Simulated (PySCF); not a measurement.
# Bond curve of CS

Set-up: C cc-pVDZ, S cc-pV(D+d)Z; no relativity (PySCF 2.14). Energies in eV from C + S in their ground configurations at the same level. State: ¹Σ⁺ (singlet), closed shell.

All columns are PBE0. A positive dipole means C(−)S(+).

```csv
R (Å),E (eV),μ (D),Mulliken charge on C (basis-dependent),HOMO (eV),LUMO (eV),Mayer bond order,⟨S²⟩
1.328,-5.250,2.68,-0.29,-7.89,-1.19,2.66,0.00
1.390,-6.326,2.42,-0.24,-8.17,-1.46,2.62,0.00
1.451,-6.922,2.16,-0.20,-8.42,-1.74,2.59,0.00
1.498,-7.134,1.96,-0.17,-8.60,-1.95,2.57,0.00
1.544,-7.190,1.77,-0.14,-8.75,-2.16,2.55,0.00
1.590,-7.126,1.57,-0.12,-8.89,-2.36,2.54,0.00
1.652,-6.897,1.32,-0.09,-9.04,-2.63,2.53,0.00
1.729,-6.454,1.00,-0.05,-9.18,-2.95,2.52,0.00
1.822,-5.780,0.65,-0.02,-8.97,-3.30,2.50,0.00
1.945,-4.774,0.20,0.02,-8.63,-3.73,2.49,0.00
```

A fit through these points gives, at Re = 1.541 Å, μ = 1.78 D and dμ/dR = -4.23 D/Å; the reduced mass is 8.725 u.

How strong is the fundamental in the double-harmonic approximation, I = 42.26·(dμ/dR)²/μred km/mol?

I = 42.26·(-4.23)²/8.725 = 86.7 km/mol at PBE0.
